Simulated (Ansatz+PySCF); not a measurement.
singlet C₆H₆: levels of theory in one basis

| atom | x (Å) | y (Å) | z (Å) |
| --- | --- | --- | --- |
| C | 1.3566 | 0.0132 | -0.0293 |
| C | 0.7336 | 1.2373 | -0.0184 |
| C | -0.7330 | 1.1837 | -0.0253 |
| C | -1.3997 | -0.0477 | -0.0141 |
| C | -0.7171 | -1.2376 | -0.0352 |
| C | 0.7418 | -1.1853 | -0.0042 |
| H | 2.4791 | 0.0123 | -0.0476 |
| H | 1.2939 | 2.1553 | 0.0015 |
| H | -1.2833 | 2.1480 | 0.0302 |
| H | -2.4381 | -0.0013 | 0.0031 |
| H | -1.2206 | -2.1799 | 0.0363 |
| H | 1.2124 | -2.1906 | 0.0144 |

Basis set: def2-SVP (spherical functions). Correlated methods keep 6 orbitals frozen. Charge 0, multiplicity 1.

Computed with Ansatz (development build ahead of 0.2.0); each method stands on the lowest determinant of its kind that the runs found. NEVPT2 correlates all electrons. Active spaces start from the frontier orbitals, and the lowest solution found is given.

```csv
method,E − E(RHF) (eV),<S²> of the determinant
RHF,0.00,0.00
UHF,-0.14,0.55
RHF-MP2,-21.31,–
"CASSCF(6,6)",-2.02,–
"SC-NEVPT2(6,6)",-21.88,–
```

(1) What does UHF-MP2 give on the same scale?

(2) Is a single determinant a sound starting point here?

Results:

(1) -20.34 eV.

(2) Only with care. Unrestricted orbitals gain 0.14 eV and <S²> is 0.55 against 0.00 for a pure state, so spin symmetry breaks but gains little energy; restricted orbitals can still serve. The CASSCF(6,6) natural occupations are 1.96, 1.91, 1.88, 0.12, 0.09, 0.04.

Caution for UHF, UHF-MP2: the unrestricted determinant is spin contaminated. Caution for UHF-MP2: a plain start can end on a higher determinant; another reference gives a lower total. Caution for CASSCF(6,6), SC-NEVPT2(6,6): other starts end on other solutions of this active space.
